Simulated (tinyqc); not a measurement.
Inside a calculation. Method: RKS/LDA (VWN5) in the sto-6g basis, for H2O, spin multiplicity 1. One step of it, computed by the program tinyqc.

Question. Iteration 1: diagonalisation and new density. Diagonalise F' = X^T F X, C = X C', fill 5 alpha and 5 beta electrons from the bottom; D = 2 C_occ C_occ^T. Each column has its largest component positive (the first on a tie).

Kohn-Sham matrix F (hartree):
```
             1O 1s      1O 2s    1O 2px     1O 2py     1O 2pz      2H 1s      3H 1s
1O 1s   -17.048513  -4.267901  0.000000   0.000000  -0.010605  -0.542438  -0.542438
1O 2s    -4.267901  -1.029856  0.000000   0.000000  -0.151031  -0.321442  -0.321442
1O 2px    0.000000   0.000000  0.704850   0.000000   0.000000   0.000000   0.000000
1O 2py    0.000000   0.000000  0.000000   0.625903   0.000000  -0.099764   0.099764
1O 2pz   -0.010605  -0.151031  0.000000   0.000000   0.646976  -0.121642  -0.121642
2H 1s    -0.542438  -0.321442  0.000000  -0.099764  -0.121642  -0.198018  -0.114651
3H 1s    -0.542438  -0.321442  0.000000   0.099764  -0.121642  -0.114651  -0.198018
```

X:
```
            1O 1s      1O 2s    1O 2px     1O 2py     1O 2pz      2H 1s      3H 1s
1O 1s    1.021942  -0.128552  0.000000   0.000000  -0.005180   0.014802   0.014802
1O 2s   -0.128552   1.106353  0.000000   0.000000   0.049690  -0.172399  -0.172399
1O 2px   0.000000   0.000000  1.000000   0.000000   0.000000   0.000000   0.000000
1O 2py   0.000000   0.000000  0.000000   1.045324   0.000000  -0.133697   0.133697
1O 2pz  -0.005180   0.049690  0.000000   0.000000   1.028881  -0.100577  -0.100577
2H 1s    0.014802  -0.172399  0.000000  -0.133697  -0.100577   1.083777  -0.050332
3H 1s    0.014802  -0.172399  0.000000   0.133697  -0.100577  -0.050332   1.083777
```

Give: F' = X^T F X; orbital energies; coefficients C; D after iteration 1.

Answer.

F' = X^T F X (hartree):
```
          1        2       3        4        5        6        7
1  -16.7311  -2.3390  0.0000   0.0000  -0.0174  -0.0539  -0.0539
2   -2.3390  -0.1604  0.0000   0.0000  -0.0585  -0.1874  -0.1874
3    0.0000   0.0000  0.7048   0.0000   0.0000   0.0000   0.0000
4    0.0000   0.0000  0.0000   0.7367   0.0000  -0.1967   0.1967
5   -0.0174  -0.0585  0.0000   0.0000   0.7181  -0.1588  -0.1588
6   -0.0539  -0.1874  0.0000  -0.1967  -0.1588  -0.0671  -0.0428
7   -0.0539  -0.1874  0.0000   0.1967  -0.1588  -0.0428  -0.0671
```

orbital energies (hartree): MO1 -17.0557, MO2 -0.3076, MO3 -0.1152, MO4 0.3047, MO5 0.7048, MO6 0.7752, MO7 0.8275

coefficients C:
```
            MO1      MO2      MO3      MO4     MO5      MO6      MO7
1O 1s    0.9947  -0.1178   0.0000  -0.2404  0.0000  -0.0141   0.0000
1O 2s    0.0230   0.3381   0.0000   1.0825  0.0000   0.1259   0.0000
1O 2px   0.0000   0.0000   0.0000   0.0000  1.0000   0.0000   0.0000
1O 2py   0.0000   0.0000   0.1447   0.0000  0.0000   0.0000   1.0524
1O 2pz   0.0023   0.1213   0.0000  -0.0274  0.0000   1.0324   0.0000
2H 1s   -0.0043   0.5174   0.7208  -0.4758  0.0000  -0.2827  -0.3760
3H 1s   -0.0043   0.5174  -0.7208  -0.4758  0.0000  -0.2827   0.3760
```

D after iteration 1:
```
          1O 1s    1O 2s  1O 2px   1O 2py   1O 2pz    2H 1s    3H 1s
1O 1s    2.1223  -0.5544  0.0000   0.0000  -0.0109   0.0982   0.0982
1O 2s   -0.5544   2.5732  0.0000   0.0000   0.0229  -0.6804  -0.6804
1O 2px   0.0000   0.0000  2.0000   0.0000   0.0000   0.0000   0.0000
1O 2py   0.0000   0.0000  0.0000   0.0419   0.0000   0.2086  -0.2086
1O 2pz  -0.0109   0.0229  0.0000   0.0000   0.0309   0.1516   0.1516
2H 1s    0.0982  -0.6804  0.0000   0.2086   0.1516   2.0275  -0.0509
3H 1s    0.0982  -0.6804  0.0000  -0.2086   0.1516  -0.0509   2.0275
```
